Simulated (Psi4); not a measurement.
# REMP2/LANL2DZ (fitted SCF, core potential, Cartesian functions) run of SF2 (sulfur difluoride)

We compute the energy of SF2 (sulfur difluoride). 

Program for the calculation: Psi4 1.11.

2 further runs of the same task are left out: 2 set aside as unsound or not needed.

### Step 1. The system as given

SF2: 3 atoms, total charge 0, spin state singlet. As SMILES, `FSF`. Geometry: relaxed at GFN2-xTB.

Bond lengths: F1–S2 1.632 Å, S2–F3 1.632 Å. Angles: F1–S2–F3 97.2°.

### Step 2. A single-point energy at REMP2/LANL2DZ (fitted SCF, core potential, Cartesian functions)

Contents of job.in:

```
memory 1600 MB

molecule {
  0 1
  F      0.454740     1.131520     0.375070
  S     -0.626960     0.131720    -0.328340
  F      0.172220    -1.263230    -0.046730
  symmetry c1
}

set scf_type df
set num_frozen_docc 0
set cc_type conv
set r_convergence 1e-05

result, w = energy('remp2/LANL2DZ', return_wfn=True)
print_variables()
```

Command:

```
$ psi4 -n 1 job.in job.out
```

Q: Predict the results. Wanted: total energy; HOMO energy; LUMO energy; HOMO–LUMO gap; correlation energy.

Answer, from the run:

Level: REMP2/LANL2DZ (fitted SCF, core potential, Cartesian functions).

| quantity | value |
| --- | --- |
| total energy | -208.95578 Eh |
| HOMO energy (Hartree–Fock orbitals) | -11.91 eV |
| LUMO energy (Hartree–Fock orbitals) | 1.76 eV |
| HOMO–LUMO gap (Hartree–Fock orbitals) | 13.67 eV |
| correlation energy | -286.4 mEh |
